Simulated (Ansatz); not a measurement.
**Si₃H₇ radical: how energies converge with the basis set**

Aim: see how fast density functionals converge with the basis set for Si₃H₇ radical.

Program: Ansatz 0.2.0, Gaussian basis. Level of theory: one geometry, several basis sets. These are calculated values, not measurements.

Plan: PBE0-D4/def2-SVP; ωB97M-V/def2-SVP; PBE0-D4/def2-QZVPP; ωB97M-V/def2-QZVPP; the functionals' def2-TZVPP values are taken from earlier runs.

## (1) Structure used throughout

All runs share one geometry, relaxed beforehand with PBE0-D4 in a triple-zeta def2 set.

SMILES `[SiH2][SiH2][SiH3]`, 10 atoms, charge 0, spin multiplicity 2.

Atoms are counted from 1 here; the program's logs count them from 0.

Bond lengths: Si1–Si2 2.323 Å, Si1–H4 1.489 Å, Si1–H5 1.489 Å, Si2–Si3 2.338 Å, Si2–H6 1.489 Å, Si2–H7 1.493 Å, Si3–H8 1.488 Å, Si3–H9 1.487 Å, Si3–H10 1.488 Å. Angles: Si2–Si1–H4 113.9°, Si2–Si1–H5 115.7°, H4–Si1–H5 110.0°, Si1–Si2–Si3 108.9°, Si1–Si2–H6 108.4°, Si1–Si2–H7 112.1°, Si3–Si2–H6 109.9°, Si3–Si2–H7 109.6°, H6–Si2–H7 107.9°, Si2–Si3–H8 109.7°, Si2–Si3–H9 109.8°, Si2–Si3–H10 111.0°, H8–Si3–H9 108.7°, H8–Si3–H10 108.7°, H9–Si3–H10 108.9°.

## (2) PBE0-D4 in def2-SVP

Contents of in.yaml:

```yaml
crystal:
  periodic: [false, false, false]
  atoms:
    - {symbol: Si, position_ang: [-1.914064, 0.637557, -0.650386]}
    - {symbol: Si, position_ang: [0.391766, 0.734611, -0.386644]}
    - {symbol: Si, position_ang: [1.064833, -0.991509, 1.040197]}
    - {symbol: H, position_ang: [-2.414037, -0.693011, -1.092524]}
    - {symbol: H, position_ang: [-2.513214, 1.711680, -1.489371]}
    - {symbol: H, position_ang: [0.742260, 2.052504, 0.211772]}
    - {symbol: H, position_ang: [1.110770, 0.616028, -1.689241]}
    - {symbol: H, position_ang: [0.654421, -2.303120, 0.470578]}
    - {symbol: H, position_ang: [0.418798, -0.826566, 2.369548]}
    - {symbol: H, position_ang: [2.541669, -0.989376, 1.218870]}
basis:
  gaussian: {orbitals: def2-SVP}
magnetization: {spin_polarized: true, initial_magnetization: 1}
hamiltonian: {xc: pbe0, dispersion: d4}
output: {orbitals: {seedname: orbitals}}
```

The runs that follow: ωB97M-V in def2-SVP; PBE0-D4 in def2-QZVPP; ωB97M-V in def2-QZVPP.

Q: Predict the results of all the runs planned. Wanted: PBE0-D4: double and triple zeta above quadruple; ωB97M-V: double and triple zeta above quadruple.

As calculated:

| quantity | value |
| --- | --- |
| PBE0-D4: double and triple zeta above quadruple | 9.08, 0.79 eV |
| ωB97M-V: double and triple zeta above quadruple | 9.14, 0.75 eV |

In words: For PBE0-D4 the step from double to triple zeta gains 8.29 eV and the next only 0.79 eV. These are total energies; as a rule much of such shifts cancels in differences, which this series doesn't test.
